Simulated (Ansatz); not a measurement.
**C₅H₁₀O₂: taking an electron away**

One table from this session's results is given with a row withheld; the runs are named, their logs left out.

Method: unrestricted cation, the program's frozen cores in correlated methods; program: Ansatz 0.2.0, Gaussian basis.

Levels to be run: UKS PBE-D4/def2-TZVPP; UKS r2SCAN-D4/def2-TZVPP; UKS PBE0-D4/def2-TZVPP; UKS B3LYP-D4/def2-TZVPP; UKS wB97X-V/def2-TZVPP; UKS wB97M-V/def2-TZVPP; UKS B2PLYP/def2-TZVPP; UHF-CCSD(T)/def2-TZVPP; UHF-MP2/def2-QZVPP; extrapolation to the limit; then −ε(HOMO) from the neutral's earlier runs with LDA (SPW92), PBE-D4, revPBE-D4, BLYP-D4, r2SCAN-D4, B97M-V, PBE0-D4, B3LYP-D4, r2SCANh-D4, r2SCAN0-D4, HSE06-D4, BHLYP-D4, CAM-B3LYP-D4, LC-ωPBE, ωB97X-V, ωB97M-V.

## The relaxed structure

The geometry comes from an earlier relaxation with PBE0-D4 in a triple-zeta def2 set; it is a stationary point, not always the lowest conformer.

SMILES `CC1CCOCO1`, 17 atoms, charge 0, spin multiplicity 1.

Atoms are counted from 1 here; the program's logs count them from 0.

Bond lengths: C1–C2 1.520 Å, C1–H8 1.091 Å, C1–H9 1.092 Å, C1–H10 1.093 Å, C2–C3 1.527 Å, C2–O7 1.426 Å, C2–H11 1.093 Å, C3–C4 1.517 Å, C3–H12 1.093 Å, C3–H13 1.094 Å, C4–O5 1.413 Å, C4–H14 1.101 Å, C4–H15 1.091 Å, O5–C6 1.395 Å, C6–O7 1.394 Å, C6–H16 1.104 Å, C6–H17 1.090 Å. Angles: C2–C1–H8 110.0°, C2–C1–H9 112.9°, C2–C1–H10 109.8°, H8–C1–H9 108.2°, H8–C1–H10 108.3°, H9–C1–H10 107.6°, C1–C2–C3 113.8°, C1–C2–O7 112.1°, C1–C2–H11 108.1°, C3–C2–O7 109.4°, C3–C2–H11 109.0°, O7–C2–H11 104.0°, C2–C3–C4 110.5°, C2–C3–H12 108.8°, C2–C3–H13 110.4°, C4–C3–H12 108.5°, C4–C3–H13 110.6°, H12–C3–H13 108.0° and more.

Set-up of the first run:

Contents of in.yaml:

```yaml
crystal:
  periodic: [false, false, false]
  atoms:
    - {symbol: C, position_ang: [0.210668, -1.632854, -0.724294]}
    - {symbol: C, position_ang: [0.886813, -0.297255, -0.462855]}
    - {symbol: C, position_ang: [0.070822, 0.907211, -0.926598]}
    - {symbol: C, position_ang: [-1.043321, 1.204179, 0.059558]}
    - {symbol: O, position_ang: [-0.515412, 1.328174, 1.364576]}
    - {symbol: C, position_ang: [0.148025, 0.156896, 1.730060]}
    - {symbol: O, position_ang: [1.237066, -0.132750, 0.909828]}
    - {symbol: H, position_ang: [0.810252, -2.442442, -0.304434]}
    - {symbol: H, position_ang: [-0.791438, -1.692996, -0.295704]}
    - {symbol: H, position_ang: [0.119149, -1.796030, -1.800783]}
    - {symbol: H, position_ang: [1.848304, -0.296597, -0.982783]}
    - {symbol: H, position_ang: [0.727825, 1.779141, -0.980303]}
    - {symbol: H, position_ang: [-0.337398, 0.729875, -1.925737]}
    - {symbol: H, position_ang: [-1.807027, 0.411263, 0.045431]}
    - {symbol: H, position_ang: [-1.538990, 2.147884, -0.172452]}
    - {symbol: H, position_ang: [-0.569435, -0.682039, 1.732760]}
    - {symbol: H, position_ang: [0.544075, 0.308319, 2.733749]}
basis:
  gaussian: {orbitals: def2-TZVPP}
total_charge: 1
magnetization: {spin_polarized: true, initial_magnetization: 1}
hamiltonian: {xc: pbe, dispersion: d4}
```

Launch:

```
$ ansatz run in.yaml --threads 2 --pin off --events-out ev --progress --plain --max-ram 32768MiB --backend cuda --devices 0, --max-vram 18GiB
```

Among the steps run: Cation, UKS PBE-D4/def2-TZVPP; Cation, UKS r2SCAN-D4/def2-TZVPP; Cation, UKS PBE0-D4/def2-TZVPP; Cation, UKS B3LYP-D4/def2-TZVPP; Cation, UKS wB97X-V/def2-TZVPP; Cation, UKS wB97M-V/def2-TZVPP; Cation, UKS B2PLYP (frozen core)/def2-TZVPP; Cation, UHF-CCSD(T)/def2-TZVPP; Cation, UHF-MP2/def2-QZVPP.

One of the session's tables, all rows but one given; the rest of the session is left out.

It belongs to the step «Ionisation energies side by side». For comparison, −ε(HOMO) of the neutral from earlier runs:

```
  functional  −ε(HOMO) (eV)
 LDA (SPW92)           6.16
      PBE-D4           6.02
   revPBE-D4           5.95
     BLYP-D4           5.93
   r2SCAN-D4           6.32
      B97M-V           6.51
     PBE0-D4           7.57
    B3LYP-D4           7.35
  r2SCANh-D4           6.91
  r2SCAN0-D4           7.79
    HSE06-D4           7.16
    BHLYP-D4           9.09
CAM-B3LYP-D4           9.03
     LC-ωPBE              ?
     ωB97X-V          10.03
     ωB97M-V           9.97
```

Estimate the missing values for LC-ωPBE.

The run gave: −ε(HOMO) (eV): 10.33. In the column «−ε(HOMO) (eV)» it is the highest.
